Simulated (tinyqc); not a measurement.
Inside a calculation. Method: RHF in the sto-3g basis, for CH3-, spin multiplicity 1. The basis has no diffuse functions, so it cannot describe the extra electron: this is an exercise in the method, not the real anion. One step of it, computed by the program tinyqc.

Question. Iteration 2: diagonalisation and new density. Diagonalise F' = X^T F X, C = X C', fill 5 alpha and 5 beta electrons from the bottom; D = 2 C_occ C_occ^T. Each column has its largest component positive (the first on a tie).

Fock matrix F (hartree), lower triangle:
```
             1C 1s      1C 2s     1C 2px     1C 2py     1C 2pz      2H 1s      3H 1s      4H 1s
1C 1s   -10.054688
1C 2s    -2.764038  -0.899052
1C 2px   -0.005121   0.036422   0.288263
1C 2py   -0.001171  -0.011518   0.020396   0.238115
1C 2pz   -0.001275   0.013648   0.018707   0.016225   0.364729
2H 1s    -0.829735  -0.504171  -0.175525   0.003261   0.001342  -0.075892
3H 1s    -0.830616  -0.512520   0.105364  -0.193357  -0.000480  -0.207559  -0.100447
4H 1s    -0.828152  -0.510375   0.118804   0.157618   0.017983  -0.194347  -0.202181  -0.080541
```

X:
```
                1          2          3          4          5          6          7          8
1C 1s   -0.311352   0.000757   0.000000   0.968032   0.185598   0.000000  -0.000008   0.146415
1C 2s    1.651185  -0.002805   0.000000  -0.030754   0.026772   0.000000  -0.000098   0.429733
1C 2px   0.002761   1.180802   0.000000  -0.000121  -0.000013   0.000000   0.613217   0.000113
1C 2py   0.000000   0.000000   1.180138   0.000000   0.000000   0.613256   0.000000   0.000000
1C 2pz  -0.053291   0.000077   0.000000  -0.195713   0.980166   0.000000  -0.000002  -0.013685
2H 1s   -0.762573  -1.111804   0.000000  -0.149926  -0.028874   0.000000   0.433496   0.291803
3H 1s   -0.758280   0.557987  -0.963481  -0.149958  -0.028878   0.375579  -0.216964   0.291574
4H 1s   -0.758280   0.557987   0.963481  -0.149958  -0.028878  -0.375579  -0.216964   0.291574
```

Give: F' = X^T F X; orbital energies; coefficients C; D after iteration 2.

Answer.

F' = X^T F X (hartree), lower triangle:
```
         1        2        3        4        5        6        7        8
1   1.2247
2   0.0289   1.3806
3  -0.0164   0.0125   1.3371
4   0.5234  -0.0218  -0.0050  -8.5673
5   0.1070   0.0278   0.0363  -1.7986   0.0029
6   0.0119  -0.0043   0.1433   0.0029   0.0034  -0.0406
7   0.0153   0.1710   0.0349  -0.0105   0.0072   0.0097  -0.0108
8   0.1122   0.0243  -0.0072  -3.0235  -0.6136  -0.0131   0.0214  -1.4496
```

orbital energies (hartree): MO1 -10.0636, MO2 -0.3473, MO3 -0.0563, MO4 -0.0298, MO5 0.3629, MO6 1.2463, MO7 1.3533, MO8 1.4119

coefficients C:
```
            MO1      MO2      MO3      MO4      MO5      MO6      MO7      MO8
1C 1s    0.9909  -0.2067   0.0136  -0.0087  -0.0075  -0.2456   0.0528  -0.0423
1C 2s    0.0426   0.4895  -0.0414   0.0089   0.0264   1.5795  -0.3310   0.2541
1C 2px   0.0007  -0.0531  -0.0972   0.4544  -0.0333  -0.2338  -0.2582   1.1955
1C 2py   0.0000   0.0293   0.4822   0.0801  -0.0465   0.2025   1.1806   0.3033
1C 2pz  -0.0004  -0.0088   0.0052  -0.0100   0.9985  -0.0495   0.0388   0.0303
2H 1s   -0.0093   0.2713  -0.1381   0.5727   0.0381  -0.5432   0.3919  -1.1149
3H 1s   -0.0085   0.3110   0.5107  -0.1237   0.0149  -0.9978  -0.8461   0.1631
4H 1s   -0.0087   0.2839  -0.4005  -0.3774  -0.0513  -0.7153   0.9123   0.6173
```

D after iteration 2, lower triangle:
```
          1C 1s    1C 2s   1C 2px   1C 2py   1C 2pz    2H 1s    3H 1s   4H 1s
1C 1s    2.0500
1C 2s   -0.1197   0.4878
1C 2px   0.0134  -0.0375   0.4397
1C 2py   0.0004  -0.0123  -0.0209   0.4839
1C 2pz  -0.0118   0.0435  -0.0755  -0.0900   1.9944
2H 1s   -0.1449   0.2885   0.5160  -0.0291   0.0584   0.8445
3H 1s   -0.1296   0.2600  -0.2458   0.4895   0.0321  -0.1127   0.7462
4H 1s   -0.1382   0.3009  -0.2919  -0.4253  -0.1041  -0.1713  -0.1404  0.7722
```
